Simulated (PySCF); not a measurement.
## Magnetic susceptibility: SMILES C[C@@H]1C[C@@H]1CF, C5H9F

Molfile (atoms numbered from 1):
```
C5H9F
     RDKit          3D

 15 15  0  0  0  0  0  0  0  0999 V2000
    1.5173   -0.7548   -0.1350 C   0  0  0  0  0  0  0  0  0  0  0  0
    0.7923    0.5665   -0.1568 C   0  0  2  0  0  0  0  0  0  0  0  0
    0.1076    1.0573    1.0790 C   0  0  0  0  0  0  0  0  0  0  0  0
   -0.7143    0.6250   -0.1039 C   0  0  2  0  0  0  0  0  0  0  0  0
   -1.5452   -0.6373   -0.0419 C   0  0  0  0  0  0  0  0  0  0  0  0
   -1.7824   -1.0355    1.2563 F   0  0  0  0  0  0  0  0  0  0  0  0
    1.0639   -1.4336    0.5828 H   0  0  0  0  0  0  0  0  0  0  0  0
    1.5034   -1.2212   -1.1198 H   0  0  0  0  0  0  0  0  0  0  0  0
    2.5559   -0.6021    0.1522 H   0  0  0  0  0  0  0  0  0  0  0  0
    1.2707    1.3108   -0.7832 H   0  0  0  0  0  0  0  0  0  0  0  0
    0.1049    0.4091    1.9417 H   0  0  0  0  0  0  0  0  0  0  0  0
    0.1367    2.1078    1.3236 H   0  0  0  0  0  0  0  0  0  0  0  0
   -1.1855    1.4154   -0.6746 H   0  0  0  0  0  0  0  0  0  0  0  0
   -2.5291   -0.4770   -0.4934 H   0  0  0  0  0  0  0  0  0  0  0  0
   -1.0519   -1.4835   -0.5326 H   0  0  0  0  0  0  0  0  0  0  0  0
  1  2  1  0
  2  3  1  0
  3  4  1  0
  4  5  1  0
  5  6  1  0
  4  2  1  0
  1  7  1  0
  1  8  1  0
  1  9  1  0
  2 10  1  6
  3 11  1  0
  3 12  1  0
  4 13  1  6
  5 14  1  0
  5 15  1  0
M  END
```

The calculation used GIAO B3LYP/pcSseg-1 magnetisability, rotational g tensor and spin-rotation constants, non-relativistic, gas phase in PySCF 2.14.0. Geometry: GFN2-xTB, dihedral held. The dihedral C2–C4–C5–F6 is held at 90°.

**Question.** What are the magnetisability and the molar susceptibility?

**Answer.** Isotropic -1098 × 10⁻³⁰ J/T², or -66.1 × 10⁻⁶ cm³/mol; principal values -1228, -1073, -992 × 10⁻³⁰ J/T², anisotropy 207 × 10⁻³⁰ J/T² (root of half the summed squared differences of the principal values). The susceptibility is in cgs units.

**Question.** Split it along the inertial axes a, b, c into diamagnetic and paramagnetic parts about the centre of mass, with the quadrupole moment.

**Answer.** 
| axis | χ (10⁻⁶ cm³/mol) | diamagnetic (10⁻⁶ cm³/mol) | paramagnetic (10⁻⁶ cm³/mol) | summed x² of all electrons (Å²) | quadrupole Θ (D Å) |
| --- | --- | --- | --- | --- | --- |
| a | -62.9 | -314.2 | 251.3 | 96.3 | -2.93 |
| b | -69.2 | -530.7 | 461.6 | 45.3 | +1.59 |
| c | -66.3 | -600.7 | 534.4 | 28.8 | +1.34 |

Anisotropies 2χaa − χbb − χcc = +9.7 and 2χbb − χaa − χcc = -9.2 × 10⁻⁶ cm³/mol. Θ is traceless in Buckingham's convention.

**Question.** And the rotational g tensor?

**Answer.** 
| axis | rotational constant (GHz) | g | nuclear part | electronic part |
| --- | --- | --- | --- | --- |
| a | 5.5528 | -0.0055 | 0.6500 | -0.6556 |
| b | 2.6350 | +0.0018 | 0.5732 | -0.5714 |
| c | 2.3176 | -0.0014 | 0.5805 | -0.5818 |

Asymmetric top; isotopes 12C, 19F, 1H; no vibrational averaging.
